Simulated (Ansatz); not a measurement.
# H2O4S: the cost of one run

Method: the settings change from run to run; program: Ansatz 0.2.0, Gaussian basis.

## (1) The relaxed structure

An earlier PBE0-D4 in a triple-zeta def2 set relaxation fixed the geometry.

SMILES `O=S(=O)(O)O`, 7 atoms, charge 0, spin multiplicity 1.

Atoms are counted from 1 here; the program's logs count them from 0.

Bond lengths: O1–S2 1.409 Å, S2–O3 1.426 Å, S2–O4 1.579 Å, S2–O5 1.580 Å, O4–H6 0.966 Å, O5–H7 0.966 Å. Angles: O1–S2–O3 123.8°, O1–S2–O4 106.4°, O1–S2–O5 106.5°, O3–S2–O4 108.0°, O3–S2–O5 107.9°, O4–S2–O5 102.2°, S2–O4–H6 108.9°, S2–O5–H7 108.8°.

## (2) rPW86-PBE/def2-SVP

Set apart from the defaults: charge +1, multiplicity 2, atoms shaken by 0.08 Å, finite nuclei, high accuracy.

in.yaml reads:

```yaml
crystal:
  periodic: [false, false, false]
  atoms:
    - {symbol: O, position_ang: [0.534021, -1.599111, 0.802987]}
    - {symbol: S, position_ang: [0.041774, -0.434655, 0.061010]}
    - {symbol: O, position_ang: [-0.952560, -0.594860, -0.914745]}
    - {symbol: O, position_ang: [-0.598782, 0.686513, 1.134474]}
    - {symbol: O, position_ang: [1.308688, 0.289181, -0.489842]}
    - {symbol: H, position_ang: [-1.143164, 1.064500, 0.782938]}
    - {symbol: H, position_ang: [1.142753, 0.603342, -1.352295]}
basis:
  gaussian: {orbitals: def2-SVP, nuclear_model: gaussian}
total_charge: 1
magnetization: {spin_polarized: true, initial_magnetization: 1}
hamiltonian: {xc: {name: rPW86-PBE}}
accuracy: high
output: {forces: true}
```

The run is started by

```sh
$ ansatz run in.yaml --threads 4 --pin off --events-out ev --progress --plain --max-ram 10444MiB
```

**Question.** How long does this run take on 4 threads of Arm Neoverse V1, shared host, and how much memory does it need?

About 16 s, with a peak of 0.51 GiB.
